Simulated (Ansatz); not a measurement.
N₂, vertical and adiabatic energies of changing the electron count

Program: the Python package of Ansatz (0.2.0).

Run as a notebook:

```python
import itertools

import ansatz as az
from ase.data import atomic_numbers, covalent_radii
import numpy as np
```

```python
geometry_ang = [
    ('N', (0.46917, -0.15152, 0.24172)),
    ('N', (-0.46917, 0.15152, -0.24172)),
]
n2 = az.Crystal.molecule()
for symbol, xyz in geometry_ang:
    n2 = n2.atom(symbol, xyz)
```

```python
calculation = (
    n2.calculation()
    .basis(gaussian='def2-TZVP')
    .functional('CAM-B3LYP')
)
symbols = [site.symbol for site in n2.cartesian_sites]
start = np.array([site.position_ang for site in n2.cartesian_sites], dtype=float)
rep = calculation.relax(force_tolerance=0.01).run().report
end = np.array(rep['positions_ang'])
```

```python
minimum = az.Crystal.molecule()
for symbol, place in zip(symbols, end):
    minimum = minimum.atom(symbol, place.tolist())
ion = (
    minimum.calculation()
    .basis(gaussian='def2-TZVP')
    .functional('CAM-B3LYP')
    .charge(1)
    .spin('collinear', total=1)
)
vertical = ion.run().report
settled = ion.relax(force_tolerance=0.01, max_steps=80).run().report
print(f'vertical ionisation energy   {vertical["free_energy_ev"] - rep["free_energy_ev"]:.3f} eV')
print(f'adiabatic, no zero point     {settled["free_energy_ev"] - rep["free_energy_ev"]:.3f} eV')
print(f'relaxation energy of the ion {vertical["free_energy_ev"] - settled["free_energy_ev"]:.3f} eV')
ionised = np.array(settled['positions_ang'])
# pairs closer than 1.2 times the sum of covalent radii, before or after
radius = [covalent_radii[atomic_numbers[s]] for s in symbols]
span = lambda where, i, j: np.linalg.norm(where[i] - where[j])
bonded = [(i, j) for i, j in itertools.combinations(range(len(symbols)), 2) if min(span(end, i, j), span(ionised, i, j)) < 1.2 * (radius[i] + radius[j])]
print('pair        before    after (A)')
for i, j in bonded:
    print(f'{symbols[i]}{i}-{symbols[j]}{j}'.ljust(10), f'{span(end, i, j):8.4f} {span(ionised, i, j):8.4f}')
```

    vertical ionisation energy   16.020 eV
    adiabatic, no zero point     16.006 eV
    relaxation energy of the ion 0.014 eV
    pair        before    after (A)
    N0-N1        1.0864   1.1001

The energies are electronic: no zero-point or thermal terms, and the basis set is short of its limit. The product may relax into another structure. Each relaxation finds its nearest minimum, which needn't be the lowest. Wall time of the script: 4.3 s on 1 thread of AMD EPYC 9B45 (Zen 5) (shared host), peak memory 0.2 GiB.
